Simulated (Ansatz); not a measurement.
## A basis-limit estimate, worked out

The pair of HF (SMILES F, atoms 1–2) and SiH4 (SMILES [SiH4], atoms 3–7), both closed shells, in one local arrangement (a lower one may exist), relaxed at PBE0-D4/def2-TZVP:

```xyz
7
angstrom
F -0.2034 0.0310 -2.6257
H -0.6009 0.0946 -1.7926
Si 0.1792 -0.0281 0.8930
H -0.3626 0.0579 2.2702
H -0.9652 0.1564 -0.0507
H 0.7832 -1.3593 0.6518
H 1.1696 1.0475 0.6537
```

Both fragments are computed in the basis of the whole pair.

Program: Ansatz 0.2.0. Basis: def2-TZVPPD and def2-QZVPPD. Cores are frozen in the correlated methods.

Energies in eV:

| quantity | pair | first fragment | second fragment |
| --- | --- | --- | --- |
| Hartree–Fock, triple zeta (X = 3) | -10648.46449 | -2722.93217 | -7925.54176 |
| Hartree–Fock, quadruple zeta (X = 4) | -10648.82711 | -2723.04158 | -7925.79460 |
| MP2 correlation, X = 3 | -11.42988 | -7.44856 | -3.92532 |
| MP2 correlation, X = 4 | -12.33851 | -8.10484 | -4.17303 |
| CCSD(T) correlation, X = 3 | -12.58885 | -7.68800 | -4.84275 |

(1) Work out the interaction energy at the basis limit: extrapolate Hartree–Fock as E(X) = E∞ + A exp(−7.88 √X) and the MP2 correlation as E(X) = E∞ + B X^−2.97 (the exponents that Neese and Valeev fitted for def2-TZVPP and QZVPP, reused here for the diffuse sets), then add CCSD(T) − MP2 in triple zeta.

No T1 diagnostic of these runs exceeds 0.011.

Answers

(1) Each step is linear, so take the differences first (pair − first fragment − second fragment): Hartree–Fock 0.00944 (X = 3) and 0.00907 (X = 4); MP2 correlation -0.05600 and -0.06064; CCSD(T) correlation -0.05810.
Two points give E∞ = E(4) + w [E(4) − E(3)], with w = 1/(exp(7.88 (2 − √3)) − 1) = 0.1377 for Hartree–Fock and w = 1/((4/3)^2.97 − 1) = 0.7407 for the correlation.
Hartree–Fock: 0.00907 + 0.1377 × (-0.00037) = 0.0090 eV.
MP2 correlation: -0.06064 + 0.7407 × (-0.00464) = -0.0641 eV.
CCSD(T) − MP2: -0.05810 − (-0.05600) = -0.0021 eV.
Sum: 0.0090 + (-0.0641) + (-0.0021) = -0.0572 eV, or -1.32 kcal/mol. Plain CCSD(T) in triple zeta gives -0.0487 eV, so the larger basis shifts the result by -0.0085 eV.

For scale, one of the runs: CCSD(T)/def2-TZVPPD, 173 basis functions, launched by `ansatz run in.yaml --threads 2 --pin off --events-out ev --progress --plain --max-ram 5222MiB`. The run took 15 s on 2 CPU threads of an Arm Neoverse V2 (shared host), with 1.4 GiB of host memory at its peak.
